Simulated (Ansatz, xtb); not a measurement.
**Ranking isomers of C4H8FN**

3 gas-phase structures of C4H8FN, from a drawn sample of its isomers (lower ones may exist). Each was relaxed with GFN2-xTB; where two conformers were screened, the lower at r2SCAN-D4/def2-SVP//GFN2-xTB is listed:

A. `NC1(F)CCC1`, a singlet
B. `N[C@H]1C[C@@H](F)C1`, a singlet
C. `N[C@@H]1CC[C@@H]1F`, a singlet

Q: Which do you expect lowest at r2SCAN-D4/def2-SVP//GFN2-xTB, and how would the others follow?

A: Calculated order at r2SCAN-D4/def2-SVP//GFN2-xTB: A (0.0), B (45.3), C (48.0) kJ/mol. Less than 1 kcal/mol parts B and C, so the order within that pair means little.

Energies above the lowest of each column, in kJ/mol; the last columns are at r2SCAN-D4/def2-SVP geometries:

```csv
structure,GFN2-xTB,HF/STO-3G,r2SCAN-D4/def2-SVP//GFN2-xTB,r2SCAN-D4/def2-SVP,CCSD(T)/def2-SVP + ΔMP2/def2-TZVPP
A,0.0,0.0,0.0,0.0,0.0
B,28.5,18.4,45.3,45.1,39.6
C,33.2,21.8,48.0,49.2,44.5
```

Every level run on A puts it lowest or level with the lowest. Some further structures that were screened fall inside this span and aren't listed. Flexible structures stand in one conformer each, not always the lowest. ΔMP2 is the change of the MP2 energy from the smaller to the larger basis.

Programs: Ansatz 0.2.0, xtb 6.7.1.
